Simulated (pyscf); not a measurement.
Four-centre exchange: O=W(=O)(OH)–OH + hydrogen chloride (HCl) → O=W(=O)(OH)–Cl + water (H₂O)

Gas phase, singlet surface, charge 0. Bonds broken: W1–O2, Cl8–H9. Bonds formed: W1–Cl8, O2–H9. Single points on ωB97X-D3(BJ)/def2-SVP structures (PySCF, gas phase).

Transition state (Å):

```xyz
9

W     -0.6107    -0.1291     0.0397
O     -0.1480     1.6214     0.9440
O      0.7617    -1.1005    -0.1418
O     -0.8576     0.5494    -1.4952
O     -2.1349    -1.2158     0.2506
H      0.2780     2.3959     0.5554
H     -2.7704    -1.4430    -0.4375
Cl    -0.6007    -0.1568     2.7708
H     -0.1941     1.1054     2.1291
```

One imaginary mode, 739i cm⁻¹; descent along it reached the two sides named, in the forms told below.

```tsv
bond	change	reactant side (Å)	saddle	product side
W1–O2	breaks	1.919	2.024	2.323
Cl8–H9	breaks	1.290	1.473	2.543
W1–Cl8	forms	3.0	2.7	2.358
O2–H9	forms	2.209	1.293	0.969
```

Electronic energies relative to the separated reactants (kJ/mol):

```tsv
level	barrier	reaction energy	reverse barrier
ωB97X-D3(BJ)/def2-TZVP	11.3	-33.7	44.9
PBE/def2-TZVP	16.7	-23.6	40.4
r²SCAN/def2-TZVP	12.8	-22.9	35.7
B3LYP-D3(BJ)/def2-TZVP	22.9	-22.4	45.2
PBE0-D3(BJ)/def2-TZVP	15.4	-26.3	41.6
M06-2X/def2-TZVP	19.7	-21.9	41.7
ωB97M-D3(BJ)/def2-TZVP	28.9	-19.4	48.4
HF/def2-TZVP	88.6	-15.4	104.1
```

With ωB97M-D3(BJ)/def2-TZVP energies and thermal terms (ideal gas, 1 atm, RRHO with modes under 100 cm⁻¹ raised to 100, one conformer, R ln 2 for chiral ones without a mode under 150 cm⁻¹), in kJ/mol:

```csv
T (K),ΔH‡,ΔG‡,ΔH,ΔG
298,26.6,71.6,-11.4,-14.0
600,25.9,117.7,-13.4,-15.9
900,27.1,163.4,-15.7,-16.6
1200,28.9,208.6,-17.8,-16.5
```

On the reactant side the descent ends in a complex, 21.1 kJ/mol under the separated species and 32.3 kJ/mol under the saddle at ωB97X-D3(BJ)/def2-TZVP. On the product side the descent ends in an adduct with a O–W contact, 52.3 kJ/mol under the separated species and 97.3 kJ/mol under the saddle at ωB97X-D3(BJ)/def2-TZVP. What is counted as broken (O–W) persists as a longer contact in the product adduct; parting that adduct is a step of its own. One saddle was located; it need not be the lowest between these sides. Elements past Kr carry the def2 core potentials, without spin-orbit coupling.
